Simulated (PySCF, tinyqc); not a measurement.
Ways to converge the cycle: SCF convergence aids in the sto-3g basis, for H2O, spin multiplicity 1. Computed by the program tinyqc with PySCF. 

Geometry (angstrom):
```
atom       x        y       z
O     0.0000   0.0000  0.0000
H     0.0000   1.0290  0.8430
H     0.0000  -1.0290  0.8430
```

lowest restricted solution found by these runs and by PySCF = -74.818625 hartree

RHF with one setting changed at a time; a run stops when the energy changes by less than 1e-09 hartree and the error matrix is below 1e-5. The start is random orbitals. Damping d keeps d of the old density; a shift (hartree) raises the virtual levels; DIIS n extrapolates F over n matrices.

Largest element of the error matrix X^T (FDS - SDF) X:
```
iteration    plain  damping 0.3  damping 0.6  shift 0.4   DIIS 3   DIIS 8
1          2.5e+00      2.5e+00      2.5e+00    2.5e+00  2.5e+00  2.5e+00
2          5.0e-01      7.5e-01      1.5e+00    4.0e-01  5.0e-01  5.0e-01
3          3.0e-01      2.3e-01      9.1e-01    2.7e-01  2.7e-01  2.7e-01
4          1.3e-01      7.9e-02      5.5e-01    2.0e-01  3.7e-02  3.7e-02
5          5.5e-02      4.5e-02      3.3e-01    2.2e-01  1.7e-02  1.7e-02
6          2.3e-02      3.0e-02      2.0e-01    1.8e-01  8.2e-03  7.9e-03
8          4.8e-03      1.8e-02      6.8e-02    8.9e-02  7.5e-04  2.9e-04
10         2.0e-03      9.9e-03      3.9e-02    5.4e-02  1.4e-04  1.7e-05
14         3.5e-04      3.1e-03      1.8e-02    2.0e-02  8.4e-06        -
20         2.5e-05      5.5e-04      7.4e-03    4.3e-03        -        -
30               -      3.0e-05      1.6e-03    3.4e-04        -        -
45               -            -      1.5e-04    7.8e-06        -        -
60               -            -      1.5e-05          -        -        -
```

How each run ends:
```
run          iterations  E (hartree)                                                        state
plain                23    -74.81862                                                 lowest found
damping 0.3          34    -74.81862                                                 lowest found
damping 0.6         >60    -74.81862  falls steadily but slowly, by a factor of about 0.86 a step
shift 0.4            45    -74.81862                                                 lowest found
DIIS 3               15    -74.81862                                                 lowest found
DIIS 8               12    -74.81862                                                 lowest found
```

5 of 6 runs reach the lowest restricted solution found, in 12 to 45 iterations (fastest: DIIS 8). Not converged: damping 0.6. Plain steps already contract here, so damping only slows them. DIIS 3 and DIIS 8 gain by cancelling the error over several earlier matrices, much as a quasi-Newton step does. The restricted reference is unstable here: a spin-polarised solution lies 0.0077 hartree lower (PySCF), so results built on it describe a poor reference.
